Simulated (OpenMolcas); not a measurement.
## PH2 (SMILES [PH2]): the energy, rung by rung

PH2: 3 atoms, total charge 0, spin state doublet. As SMILES, `[PH2]`. The shape is that of a GFN2-xTB optimisation.

```xyz
3

P     0.5145   -0.3028    0.2527
H     0.1115    1.0274    0.1724
H    -0.6260   -0.7246   -0.4251
```

Quantity: the energy change with the P1–H3 bond stretched from 1.392 to 2.088 Å, in eV. The values are calculated.

```json
{"level": "ROHF/3-21G", "kind": "Hartree–Fock", "program": "OpenMolcas", "value (eV)": "1.77", "less FCI/3-21G": "+0.60"}
{"level": "USVWN5/3-21G", "kind": "LDA", "program": "OpenMolcas", "value (eV)": "1.32", "less FCI/3-21G": "+0.15"}
{"level": "UPBE/3-21G", "kind": "GGA", "program": "OpenMolcas", "value (eV)": "1.33", "less FCI/3-21G": "+0.16"}
{"level": "U-r2SCAN/3-21G", "kind": "meta-GGA", "program": "OpenMolcas", "value (eV)": "1.45", "less FCI/3-21G": "+0.28"}
{"level": "UB3LYP/3-21G", "kind": "global hybrid", "program": "OpenMolcas", "value (eV)": "1.45", "less FCI/3-21G": "+0.28"}
{"level": "UPBE0/3-21G", "kind": "global hybrid", "program": "OpenMolcas", "value (eV)": "1.50", "less FCI/3-21G": "+0.33"}
{"level": "CASSCF(3,3)/3-21G", "kind": "multireference", "program": "OpenMolcas", "value (eV)": "1.09", "less FCI/3-21G": "-0.08"}
{"level": "ROCCSD(T)/3-21G", "kind": "coupled cluster or CI", "program": "OpenMolcas", "value (eV)": "1.17", "less FCI/3-21G": "0.00"}
{"level": "FCI/3-21G", "kind": "exact in the basis", "program": "OpenMolcas", "value (eV)": "1.17", "less FCI/3-21G": "0.00"}
```

FCI/3-21G is exact within its basis and frozen core, so for wave-function methods in that basis the difference is their error; functionals converge differently with the basis, so for them it is only a difference. The first shape isn't each level's own minimum. The values span 1.09 to 1.77 eV. All rows use very small basis sets, so even the best lies far from the true value.
